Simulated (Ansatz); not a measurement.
Consider the formal exchange of groups at a C–C bond: `C=CCC1CO1` + propene → `C=CC(=C)C` + `CC1CO1`.

Computed with Ansatz on PBE0-D4/def2-TZVP structures; ΔE is electronic, products minus reactants. CCSD(T)/CBS is the MP2 limit (def2-TZVPP, def2-QZVPP) plus CCSD(T) − MP2 in def2-TZVPP, frozen cores. DFT in def2-TZVPP. One conformer a species, not always the lowest.

`C=CCC1CO1`:

Cartesian coordinates in Å:
```
C 0.732 1.670 -0.768
C -0.370 1.514 -0.048
C -0.974 0.212 0.369
C -0.319 -1.000 -0.218
C 0.754 -1.706 0.475
O -0.564 -2.230 0.446
H 1.311 0.827 -1.129
H 1.099 2.658 -1.021
H -0.905 2.400 0.288
H -2.038 0.209 0.099
H -0.952 0.127 1.462
H -0.351 -1.074 -1.304
H 1.087 -1.338 1.443
H 1.491 -2.268 -0.093
```

`C=CC`:

Cartesian coordinates in Å:
```
C 1.350 -0.042 -0.306
C 0.188 0.510 0.011
C -1.086 -0.233 0.218
H 1.449 -1.115 -0.440
H 2.244 0.555 -0.444
H 0.139 1.591 0.134
H -1.477 -0.068 1.227
H -1.858 0.110 -0.477
H -0.949 -1.307 0.076
```

`C=CC(=C)C`:

```xyz
13

C     0.206   -0.223    1.967
C     0.697   -0.515    0.764
C     0.139   -0.075   -0.510
C     0.731   -0.439   -1.651
C    -1.091    0.776   -0.498
H     0.681   -0.589    2.869
H    -0.682    0.386    2.095
H     1.590   -1.131    0.694
H     1.622   -1.057   -1.649
H     0.345   -0.131   -2.616
H    -1.400    1.031   -1.512
H    -0.919    1.706    0.053
H    -1.920    0.261   -0.005
```

`CC1CO1`:

```xyz
10

C    -0.626    0.003   -1.080
C     0.030   -0.507    0.163
C     0.774    0.366    1.064
O    -0.529   -0.084    1.398
H    -0.859    1.065   -0.981
H     0.030   -0.133   -1.944
H    -1.557   -0.535   -1.275
H     0.307   -1.561    0.153
H     0.853    1.425    0.827
H     1.578   -0.039    1.675
```

```tsv
level	ΔE (kcal/mol)	difference from CCSD(T)/CBS
r2SCAN-D4	-8.8	-1.6
PBE0-D4	-8.0	-0.8
ωB97M-V	-6.6	0.6
PBE0	-7.9	-0.7
MP2/def2-TZVPP	-8.1	-0.9
SCS-MP2/def2-TZVPP	-7.4	-0.2
HF/def2-QZVPP	-6.1	1.1
MP2/def2-QZVPP	-8.2	-1.0
HF/CBS(def2)	-6.1	1.1
CCSD/CBS(def2)	-6.7	0.5
CCSD(T)/CBS	-7.2	0
```

Largest T1 diagnostic among the species: 0.011.

In def2-TZVPP, CCSD(T) changes the Hartree–Fock value by −1.1 kcal/mol (the triples alone add −0.6 kcal/mol) and MP2 by −2.1 kcal/mol.

CCSD(T)/CBS has its own doubt, a few kJ/mol and more with outer-core shells, so smaller differences from it don't rank the levels.
